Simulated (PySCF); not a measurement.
Process, species as SMILES: N#N (N2) + 3 [H][H] (H2) → 2 N (NH3)
B3LYP-D3(BJ)/def2-TZVP geometries, fixed; electronic energies without zero-point terms.

Basis-set convergence of the energy of full hydrogenation at PBE0 with PySCF. All functions are spherical. Density fitting with generated auxiliary sets. No added dispersion term, no relativity. Functions are those of the species that has most. Reference: the value in aug-pcseg-3, -51.49 kcal/mol, itself unsure by roughly 0.11 kcal/mol (its mean distance from aug-cc-pVQZ, cc-pV5Z, def2-QZVPPD).

```json
[
 {"basis": "cc-pVDZ", "functions": "29", "energy of full hydrogenation (kcal/mol)": "(withheld)"},
 {"basis": "6-311++G(2d,2p)", "functions": "57", "energy of full hydrogenation (kcal/mol)": "(withheld)"},
 {"basis": "def2-TZVP", "functions": "62", "energy of full hydrogenation (kcal/mol)": "(withheld)"},
 {"basis": "def2-TZVPP", "functions": "73", "energy of full hydrogenation (kcal/mol)": "(withheld)"},
 {"basis": "aug-pcseg-2", "functions": "115", "energy of full hydrogenation (kcal/mol)": "-52.21"},
 {"basis": "cc-pVQZ", "functions": "145", "energy of full hydrogenation (kcal/mol)": "-50.24"},
 {"basis": "def2-QZVPP", "functions": "147", "energy of full hydrogenation (kcal/mol)": "-51.28"},
 {"basis": "pcseg-3", "functions": "159", "energy of full hydrogenation (kcal/mol)": "-51.62"},
 {"basis": "aug-pcseg-3", "functions": "232", "energy of full hydrogenation (kcal/mol)": "-51.49"}
]
```

**Question.** Some entries are withheld; supply them.

**Answer.** 
- cc-pVDZ, energy of full hydrogenation (kcal/mol): -44.12
- 6-311++G(2d,2p), energy of full hydrogenation (kcal/mol): -52.95
- def2-TZVP, energy of full hydrogenation (kcal/mol): -47.20
- def2-TZVPP, energy of full hydrogenation (kcal/mol): -50.02
